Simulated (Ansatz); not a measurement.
**Which isomer of CH8Si2 gives these data?**

These gas-phase data were calculated for one isomer of CH8Si2 at B3LYP-D3(BJ)/6-311G** (harmonic, unscaled wavenumbers; equilibrium rotational constants with average atomic masses):

- rotational constants: 18.51, 2.86, 2.671 GHz
- all wavenumbers above 1500 cm⁻¹: 3076, 3030, 2233, 2232, 2226, 2225, 2225, 2221
- dipole moment: 0.85 D (PBE0/def2-TZVPD)

Candidates:

(1) `C[SiH2][SiH3]`, a singlet
(2) `[SiH3]C[SiH3]`, a singlet

Problem. Which structure fits?

Solution. Candidate (2). 6 modes lie between 2000 and 2380 cm⁻¹, one for each Si–H bond, while (1) has 5.

The same quantities for all candidates:

|  | rotational constants (GHz) | wavenumbers above 1500 cm⁻¹ | dipole (D) | E above the lowest, B3LYP-D3(BJ)/6-311G** (kcal/mol) |
| --- | --- | --- | --- | --- |
| (1) | 13.11, 3.16, 2.751 | 3106, 3105, 3031, 2223, 2220, 2212, 2206, 2203 | 0.88 | 0.0 |
| (2) | 18.51, 2.86, 2.671 | 3076, 3030, 2233, 2232, 2226, 2225, 2225, 2221 | 0.85 | 1.1 |

Harmonic stretches to hydrogen usually lie a few per cent above observed fundamentals. Programs: Ansatz 0.2.0.
